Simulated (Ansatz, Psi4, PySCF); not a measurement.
Species: C$_{3}$H$_{5}$, net charge 0, doublet state. SMILES: [CH2]C=C
Geometry: optimised at B3LYP-D3(BJ)/def2-TZVP (Ansatz, a program for electronic structure).

Wanted: enthalpy of formation at 298 K, in kcal/mol. Set-up: LANL2DZ all-electron up to Ne; no dispersion term unless named; 6-311+G** with 5d; UHF or UKS for open shells; six Cartesian d functions in 6-31G* and its kin unless marked 5d; valence correlation only; spin-orbit terms left out; non-relativistic. First-principles rows: single points at B3LYP-D3(BJ) geometries (Ansatz), with unscaled harmonic terms from B3LYP/6-31G* at its own minima, enthalpies of formation by atomisation with measured atoms. A UHF reference is markedly spin-contaminated in at least one set, which strains HF and MP2.

| level | program | enthalpy of formation at 298 K (kcal/mol) |
|---|---|---|
| HF/LANL2DZ | Ansatz | 246.0 |
| HF/6-311+G** | Ansatz | 222.1 |
| PBE/STO-3G | Ansatz | -115.2 |
| PBE/6-311+G** | Ansatz | 26.9 |
| BLYP/6-31G* | Ansatz | 43.9 |
| BP86/def2-SVP | PySCF | 12.9 |
| B3LYP/6-31G | Ansatz | 51.5 |
| B3LYP/6-31+G* | Ansatz | 46.2 |
| B3LYP/6-311+G** | Ansatz | 44.1 |
| wB97X-D/6-311+G** | Psi4 | 45.3 |
| MP2/6-31G* | Ansatz | 104.0 |
| MP2/6-311+G** | Ansatz | 81.6 |
| B3PW91/6-31G* (5d) | PySCF | 36.9 |
| B3LYP-D3(BJ)/def2-TZVPD | Ansatz + dftd3 | 35.7 |
| PBE0/def2-TZVPD | Ansatz | 34.4 |

No value to compare with is used here. The 13 habitual levels span -115.2 (PBE/STO-3G) to 246.0 kcal/mol (HF/LANL2DZ); B3LYP-D3(BJ)/def2-TZVPD gives 35.7.

The levels are drawn from those run, B3LYP/6-31G* more often than the rest, none by its result; runs whose electronic state is in doubt are left out.
